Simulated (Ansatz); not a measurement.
B2Cl, relaxed as a doublet with UKS r2SCAN-D4/def2-TZVP in Ansatz, starting from the GFN1-xTB geometry. Force threshold 0.02 eV/Å.

The charge 0 doublet is spin-contaminated (final ⟨S²⟩ up to 1.74, 0.75 for a pure state). At r2SCAN-D4/def2-TZVP a quartet of charge 0 lies 0.54 eV below the doublet, each at its own geometry. The structure comes from a short search, and lower isomers may exist.

Start:

```xyz
3

B     1.336    0.076    0.283
B    -0.042    0.560   -0.021
Cl   -1.293   -0.637   -0.262
```

Question: Estimate the energy that the relaxation releases and the steps that it takes.

Answer: 58.8 kJ/mol, in 10 steps; 28 s on 4 threads of Arm Neoverse V2 on a shared host. No frequencies were taken in this run, so the end may be a saddle point.

Question: Does the start keep its bonding?

Answer: By distances, no bond broke or formed. The bond that changes most is B2–Cl3, from 1.75 to 1.69 Å (atoms count from 1).

Question: Predict the relaxed structure.

Answer: 
Cartesian coordinates in Å:
```
B 1.5055 0.3521 0.3129
B 0.0238 0.1096 0.0028
Cl -1.5293 -0.4617 -0.3157
```
Bond lengths: 1 × B–B 1.53 Å; 1 × B–Cl 1.69 Å.
